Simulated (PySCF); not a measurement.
## One reaction down a group: C, Si, Ge, Sn

The same gas-phase reaction for C, Si, Ge, Sn:
- 3 CH3F → 2 CH4 + CF3 + H
- 3 SiH3F → 2 SiH4 + SiF3 + H
- 3 GeH3F → 2 GeH4 + GeF3 + H
- 3 SnH3F → 2 SnH4 + SnF3 + H

Method: PySCF energies plus ideal-gas RRHO corrections (1 bar). † marks an energy on the PBE0/def2-TZVP geometry and frequencies; other levels use their own. MP2 and CCSD(T) freeze the core. Open shells (unrestricted): CF3 (multiplicity 2), H (multiplicity 2), SiF3 (multiplicity 2), GeF3 (multiplicity 2), SnF3 (multiplicity 2); the rest are closed-shell singlets. Sn: scalar-relativistic def2 core potential, no spin-orbit coupling. Ge: all electrons, no relativistic terms. GeF3, SnH3F, SnF3: computed as isolated molecules; such fragments, hydroxides, amides, oligomers or adducts are transient or little studied in the gas. MP2 isn't extrapolated to the basis-set limit. CCSD(T) isn't extrapolated to the basis-set limit. The harmonic model lacks anharmonicity and excited electronic states, which grow with temperature; levels with a mode under 35 cm⁻¹ are left out.

ΔH°(298 K) in kJ, by level:

| level | C | Si | Ge | Sn |
|---|---|---|---|---|
| ωB97M-V/def2-TZVP† | 298.3 | 358.0 | 321.9 | 299.1 |
| r2SCAN/def2-TZVP† | 263.4 | 328.6 | 305.6 | 281.2 |
| PBE0/def2-QZVP† | 283.4 | 332.1 | 311.6 | 286.4 |
| ωB97X-V/def2-TZVP† | 296.4 | 357.3 | 330.1 | 305.4 |
| CCSD(T)/def2-SVP† | 263.9 | 343.5 | 317.4 | 291.3 |
| MP2/def2-SVP† | 247.7 | 330.4 | 304.0 | 276.6 |
| BLYP/def2-TZVP† | 290.5 | 338.9 | 304.7 | 273.7 |
| PBE/def2-SVP | 245.9 | 319.4 | 293.8 | 260.6 |

At ωB97M-V/def2-TZVP†, ΔH° is not monotonic: it is lowest for C and highest for Si, over a range of 59.7 kJ; the steps are +59.7, -36.1, -22.8 kJ. 7 of the 8 levels shown give the same order; BLYP/def2-TZVP† orders the members differently. The levels scatter most for C (52.4 kJ between the highest and the lowest) and least for Ge (36.3 kJ). ΔS°(298 K) runs from 83.7 to 93.9 J/K, so TΔS° at 298 K spreads over 3.0 kJ among the members, against 59.7 kJ for ΔH°.

Free energies at ωB97M-V/def2-TZVP†:

```
member  ΔS°(298 K), J/K  ΔG°(298 K), kJ  ΔG°(2000 K), kJ         ΔG° changes sign
------  ---------------  --------------  ---------------  -----------------------
C                  83.7             273               91  none from 298 to 2500 K
Si                 91.6             331              150  none from 298 to 2500 K
Ge                 93.2             294              115  none from 298 to 2500 K
Sn                 93.9             271               98  none from 298 to 2500 K
```

The NASA 1993 table, where it holds all species, gives ΔH°(298 K) = 312 kJ for C, 331 kJ for Si; its entries are part measured, part old estimates, and weren't checked at source. After a fit of one offset per element over all species, the range-separated, M06-2X, PBE0/def2-QZVP and CCSD(T)/def2-TZVPP enthalpies, where run, lie to one side of the table for SiH3F (+16 kJ/mol), SiF3 (+99 kJ/mol): a fault of the table's entry, another state or a shared error of the levels is possible; this was not checked at source.
